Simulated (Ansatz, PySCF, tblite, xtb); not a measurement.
Energy landscape of H2Si, singlet: symmetric bend, bond length relaxed. Scanned: H-Si-H angle. Other coordinates (Si-H bond length) were minimised at B3LYP/def2-TZVP.

GFN1-xTB (xtb); GFN2-xTB, 300 K electronic temperature (tblite); RKS-B3LYP/6-31G* = restricted B3LYP/6-31G*, spherical d (PySCF 2.14.0); FCI/def2-TZVP = full CI/def2-TZVP, frozen core (Ansatz, a quantum-chemistry and plane-wave program).

Energies relative to the lowest point of each profile, in mEh; the last columns give the difference from FCI:

```csv
a / °,GFN1-xTB,GFN2-xTB,RKS-B3LYP/6-31G*,FCI/def2-TZVP,GFN1-xTB − FCI/def2-TZVP,GFN2-xTB − FCI/def2-TZVP,RKS-B3LYP/6-31G* − FCI/def2-TZVP
180,123.6,77.6,—,101.3,22.3,-23.7,—
169.47,99.4,61.7,—,96.5,3.0,-34.8,—
161.90,81.5,53.4,—,86.7,-5.2,-33.4,—
151.15,60.7,40.2,—,67.4,-6.7,-27.3,—
138.11,41.2,25.2,48.8,43.4,-2.2,-18.3,5.4
128.88,29.5,16.1,32.4,28.6,0.9,-12.5,3.8
120.20,19.8,9.1,19.6,17.0,2.7,-7.9,2.6
110.92,11.0,3.5,9.3,7.7,3.2,-4.3,1.6
100.40,3.5,0.0,2.1,1.4,2.1,-1.4,0.7
90.38,0.0,0.5,0.0,0.0,0.0,0.5,0.0
81.75,0.7,4.7,2.3,2.8,-2.0,2.0,-0.4
67.52,12.9,23.3,15.1,15.9,-2.9,7.4,-0.8
60,27.0,41.2,26.4,26.8,0.3,14.4,-0.4
```

GFN1-xTB is furthest from FCI/def2-TZVP at 180 (22.3 mEh, above); its mean absolute difference over the points is 4.1 mEh.

GFN2-xTB is furthest from FCI/def2-TZVP at 169.47 (-34.8 mEh, below); its mean absolute difference over the points is 14.4 mEh.

RKS-B3LYP/6-31G* is furthest from FCI/def2-TZVP at 138.11 (5.4 mEh, above); its mean absolute difference over the points is 1.7 mEh.

A dash means that the run gave no value there, or that the column was ended at a point which the program doubted or which failed a test of continuity chosen for this set; such a test can also cut sound points.
